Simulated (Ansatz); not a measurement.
Total energies of CH3ClSi, SMILES `C[Si]Cl`.

Cartesian coordinates in Å:
```
C -0.597 0.069 0.001
Si 0.847 -0.733 0.913
Cl 2.396 -0.055 -0.322
H -0.464 1.156 -0.036
H -1.552 -0.156 0.482
H -0.630 -0.280 -1.038
```

Total charge 0; spin multiplicity 1. The geometry is a stationary point of PBE0-D4/def2-TZVP. Basis def2-TZVPP, Ansatz 0.2.0.

RPA on PBE orbitals: Hartree–Fock energy of these orbitals -788.05996 Eh, correlation -0.80716 Eh (frozen core).

| functional | kind | energy without D4 (Eh) | D4 term (kJ/mol) |
| --- | --- | --- | --- |
| LDA (SPW92) | LDA | -786.62330 | – |
| PBE | GGA | -789.25788 | -11.9 |
| revPBE | GGA | -789.49616 | -35.4 |
| BLYP | GGA | -789.62741 | -26.5 |
| B97M-V | meta-GGA with VV10 | -789.46008 | – |
| PBE0 | global hybrid, 25 % exact exchange | -789.32719 | -9.9 |
| B3LYP | global hybrid, 20 % | -789.69085 | -19.6 |
| r2SCANh | meta-GGA hybrid, 10 % | -789.56079 | -2.8 |
| r2SCAN0 | meta-GGA hybrid, 25 % | -789.55467 | -3.2 |
| HSE06 (plane-wave form) | screened hybrid | -789.31053 | -9.3 |
| BHLYP | global hybrid, 50 % | -789.62582 | -15.8 |
| ωB97X-V | range-separated hybrid GGA with VV10 | -789.52180 | – |
| ωB97M-V | range-separated hybrid meta-GGA with VV10 | -789.58845 | – |
| PBE-QIDH | double hybrid | -789.14948 | – |

Q: Give the same for r2SCAN, CAM-B3LYP, LC-ωPBE, B2PLYP. (An estimate is asked.)

A: Ansatz gave: 
| functional | kind | energy without D4 (Eh) | D4 term (kJ/mol) |
| --- | --- | --- | --- |
| r2SCAN | meta-GGA | -789.56533 | -2.6 |
| CAM-B3LYP | range-separated hybrid | -789.64604 | -10.1 |
| LC-ωPBE | long-range corrected hybrid | -789.40021 | – |
| B2PLYP | double hybrid | -789.36272 | – |

B3LYP takes the VWN-RPA correlation (the form of Gaussian; ORCA's B3LYP/G). HSE06 is the plane-wave form, built on full-range PBE exchange. The double hybrids freeze the cores in their second-order part.

LC-ωPBE has ω = 0.4 bohr⁻¹.
